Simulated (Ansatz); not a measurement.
**hcp Os**

Computed with r²SCAN+rVV10 in Ansatz (PAW).

Run with plane-wave cutoff 500 eV, 30×30×18 k mesh (along the axes of the cell as run), Fermi–Dirac smearing 0.1 eV, no spin polarisation, scalar-relativistic PAW data made under PBE.

Cell (relaxed at this level):

```
Os
1.0
    1.36558    -2.36526     0.00000
    1.36558     2.36526     0.00000
    0.00000     0.00000     4.30884
Os
2
Direct
  0.33333   0.66667   0.25000
  0.66667   0.33333   0.75000
```

| Property | Value |
|---|---|
| equilibrium volume per atom | 13.92 Å³/atom |
| lattice constant a | 2.731 Å |
| c axis length | 4.309 Å |

Measured, for comparison: lattice constant a 2.734 Å (293 K, no zero-point or thermal correction, our sources range from 2.734 to 2.740; as tabulated in Wikipedia's data pages); lattice parameter c 4.320 Å (293 K, no zero-point or thermal correction; as tabulated in Wikipedia's data pages). Computed (rounded) less measured: lattice constant a -0.1 % (-0.1 % to -0.3 % over the range), lattice parameter c -0.3 %.

Spin–orbit coupling is not included.

Computed values are for the static lattice.

Computing time: roughly 4 core-minutes.

Ansatz is a program for electronic structure.
